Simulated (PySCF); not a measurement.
A geometry optimisation on `[CH2]C1CCC1` [radical].

Computed with PBE0-D3(BJ)/def2-SVP geometry optimisation, gas phase (PySCF 2.14.0). Start geometry: GFN2-xTB. A driver script takes a list of jobs; this job's settings line and coordinates (Å) are shown.

Input:
```
{"job": {"xc": "PBE0", "basis": "def2-SVP", "d3": "d3bj", "grid": 1, "kind": "geom"}, "charge": 0, "multiplicity": 2}
C      1.691696    -0.925841     0.005489
C      0.489682    -0.294890    -0.513760
C      0.159893     1.145779    -0.022311
C     -1.289276     0.729580     0.248988
C     -0.878412    -0.738083     0.105058
H      2.358899    -1.477516    -0.627146
H      1.906196    -0.884578     1.057009
H      0.453553    -0.357840    -1.602364
H      0.706096     1.396375     0.884519
H      0.310882     1.930974    -0.759673
H     -1.972400     1.051621    -0.534437
H     -1.698362     1.019804     1.214518
H     -0.742856    -1.237347     1.061605
H     -1.496268    -1.358512    -0.539662
```

Question: Estimate the output.

Answer: 
```
step   0  E = -195.48653198  max force = 0.014523
step   1  E = -195.48875485  max force = 0.002134
step   2  E = -195.48883460  max force = 0.001298
step   3  E = -195.48895562  max force = 0.003273
step   4  E = -195.48912920  max force = 0.003971
step   5  E = -195.48923481  max force = 0.002651
step   6  E = -195.48928030  max force = 0.000827
step   7  E = -195.48929053  max force = 0.000896
step   8  E = -195.48929087  max force = 0.000474
step   9  E = -195.48929043  max force = 0.000088
optimisation converged
```

Energies in Eh; «max force» is the largest Cartesian gradient component in Eh/bohr.

Question: Give the first gradient maximum in eV/Å.

Answer: With 1 Eh/bohr = 51.422 eV/Å, 0.747 eV/Å.

Main results: final energy -195.48929 Eh after 9 steps; dipole 0.20 D.

Question: Give the final coordinates.

Answer: 0.171 Å rms from the input after alignment:
```
atom  x, y, z in Å
C1     1.7277   -0.9988   -0.0662
C2     0.4719   -0.3320   -0.4522
C3     0.1609    1.0971    0.0753
C4    -1.3190    0.6997    0.1998
C5    -0.8738   -0.7715    0.2030
H6     2.3514   -1.5330   -0.7860
H7     2.0366   -1.0090    0.9840
H8     0.3501   -0.3450   -1.5479
H9     0.6222    1.2485    1.0645
H10    0.4320    1.9476   -0.5689
H11   -1.8832    0.9497   -0.7122
H12   -1.8836    1.0712    1.0678
H13   -0.6991   -1.1386    1.2270
H14   -1.4820   -1.5144   -0.3354
```

On an Arm Neoverse N1 with one thread, shared host, this took 98 s of wall time.
Labels such as C1 count atoms from 1, the log's own numbers from 0.
